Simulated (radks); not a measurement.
# S³⁺ in [Ne] 3s2 3p1: an all-electron calculation

One table from this session's results is given with a row withheld; the runs are named, their logs left out.

Method: scalar-relativistic Kohn-Sham, AM05, spin-polarised, spherical densities, point nucleus; open shells are filled with parallel spins first. Code: radks (a radial shooting solver on a logarithmic mesh, Libxc functionals) version 1.

### What is computed

* element: sulfur (Z = 16)
* charge: +3
* electrons: 13
* configuration: [Ne] 3s2 3p1

The outer shells:

S³⁺
```
[Ne] core
3s [↑↓]
3p [↑ ][  ][  ]
```

Set-up of the first run:

Input:

```text
Z 16
configuration [Ne] 3s2 3p1
relativity scalar-relativistic
functional am05,am05
spin polarised
nucleus point
c 137.035999084
```

Launch:

```bash
$ python run_ks.py task.json out
```

All runs below come from this command, one after another.

One table of the session follows, with a row left open; its other results are not shown here.

It belongs to the step «Radial structure». Radial moments (bohr):

| level | <r> | outermost maximum (interpolated) | 90 % within | nodes |
| --- | --- | --- | --- | --- |
| 1s up | 0.09708 | 0.0634 | 0.173 | 0 |
| 1s down | 0.09708 | 0.0634 | 0.173 | 0 |
| 2s up | 0.4790 | 0.389 | 0.751 | 1 |
| 2s down | 0.4788 | 0.389 | 0.750 | 1 |
| 2p up | 0.4413 | 0.325 | 0.735 | 0 |
| 2p down | 0.4411 | 0.325 | 0.734 | 0 |
| 3s up | 1.519 | 1.34 | 2.24 | 2 |
| 3s down | 1.524 | 1.34 | 2.26 | 2 |
| 3p up | ? | ? | ? | ? |
| 3p down | 1.669 | 1.44 | 2.52 | 1 |

Q: Estimate the row for 3p up from the others.

**Answer.** <r>: 1.654; outermost maximum (interpolated): 1.44; 90 % within: 2.49; nodes: 1. In the column «<r>» it lies between 3s down (1.524) and 3p down (1.669).

Caveats from the session: Open shells are spherical and high-spin; term and fine-structure splittings are not resolved.
